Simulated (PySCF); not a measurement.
## Dipole moment and polarisability across levels of theory

Species: CClF (singlet state).
SMILES: `[C](Cl)F`

PySCF, dipoles from the SCF density, polarisabilities from static response with core orbitals frozen. Geometry: PBE0-D3(BJ)/def2-SVP; no solvent, vibrations or thermal averaging.

Q: Compare the levels for these properties.

A: 

```tsv
level	μ (D)	α (au)	anisotropy (au)
LDA/def2-SVPD	0.990	31.00	17.03
PBE/def2-SVPD	0.919	30.85	17.05
B3LYP/def2-SVPD	0.841	29.83	16.05
PBE0/def2-SVPD	0.830	29.40	15.70
BHandHLYP/def2-SVPD	0.738	28.43	14.65
CAM-B3LYP/def2-SVPD	0.836	29.36	15.34
wB97X-D/def2-SVPD	0.816	29.25	15.26
LC-wPBE/def2-SVPD	0.848	28.69	14.71
HF/def2-SVPD	0.596	27.04	12.91
PBE0/6-31G*	0.808	20.30	19.53
PBE0/def2-SVP	0.962	19.82	17.16
PBE0/def2-TZVP	0.844	25.47	17.80
```

The anisotropy is √(½[(α1 − α2)² + (α2 − α3)² + (α3 − α1)²]). The dipole runs from 0.60 D (HF/def2-SVPD) to 0.99 D (LDA/def2-SVPD). No reference polarisability is at hand; against PBE0 in the largest diffuse basis at hand (def2-SVPD) the other PBE0 rows deviate by 6-31G* -31%, def2-SVP -33%, def2-TZVP -13%. In one basis (def2-SVPD) the functionals order the polarisability from HF (lowest) to LDA (highest), a spread of 15%. With PBE0 the polarisability is 21.86 au without diffuse functions (mean of 6-31G*, def2-SVP and def2-TZVP) and 29.40 au with them (def2-SVPD).
